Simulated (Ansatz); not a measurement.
Magnesium, hcp: convergence with Fermi-Dirac smearing

Computed with Ansatz, PBE, scalar-relativistic PAW, on the relaxed cell (a = 3.195 Å, c = 5.188 Å (c/a = 1.624); spin not included). Errors count from a run at 420 eV on a Γ-centred 19×19×10 mesh with Fermi-Dirac smearing of 0.1 eV, extrapolated to zero width. Fixed here: cutoff 420 eV, mesh 11×11×6. The SCF starts from atomic densities corrected by a trained network.

| width (eV) | E(σ→0) error (meV/atom) | F error (meV/atom) | P (GPa) | SCF iterations |
| --- | --- | --- | --- | --- |
| 0.01 | -11.0 | -11.0 | -0.03 | 6 |
| 0.03 | -11.0 | -11.1 | -0.04 | 6 |
| 0.1 | -9.5 | -14.2 | 0.00 | 6 |
| 0.2 | -6.1 | -31.5 | 0.14 | 6 |
| 0.3 | -3.3 | -64.8 | 0.33 | 6 |
| 1.0 | -4.4 | -707.4 | 3.18 | 6 |

**Question.** What does the run at 0.6 give (width)?

**Answer.** E(σ→0) error (meV/atom): 0.7; F error (meV/atom): -254.7; P (GPa): 1.23; SCF iterations: 6.
